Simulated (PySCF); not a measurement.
Compound: C₂F₂O.
Cartesian coordinates in Å at the PBE0-D3(BJ)/def2-SVP level; atoms count from 1:
```xyz
5
C2F2O angstrom
O      1.931   -0.008   -0.575
C      0.812   -0.002   -0.240
C     -0.457    0.002    0.129
F     -1.130    1.114    0.351
F     -1.148   -1.104    0.317
```

The closed-shell ground state was solved at several levels (PySCF, density fitting, gas phase, non-relativistic).

```
              level  basis functions  HOMO (eV)  LUMO (eV)  gap (eV)  dipole (D)
CAM-B3LYP/def2-SVPD              109      -8.54      -1.51      7.03        0.03
       KT2/pcSseg-2              180      -5.66      -3.72      1.94        0.15
      PBE0/pcSseg-1               85      -6.96      -2.64      4.32        0.10
```

Problem. What might B3LYP/pcJ-1 (135 basis functions) give for the same quantities?

Solution. HOMO -6.77 eV, LUMO -2.90 eV, gap 3.87 eV, dipole 0.09 D.

Problem. Over all these levels, which gives the widest orbital gap and which the narrowest?

Solution. CAM-B3LYP/def2-SVPD (range-separated hybrid) has the widest, 7.03 eV, and KT2/pcSseg-2 (GGA) the narrowest, 1.94 eV. Functional and basis both differ between the two, so the spread mixes both effects.

Problem. How far do the dipole and the HOMO energy spread over the levels?

Solution. The dipole runs from 0.03 to 0.15 D (mean 0.09 D) and the HOMO from -8.54 to -5.66 eV.
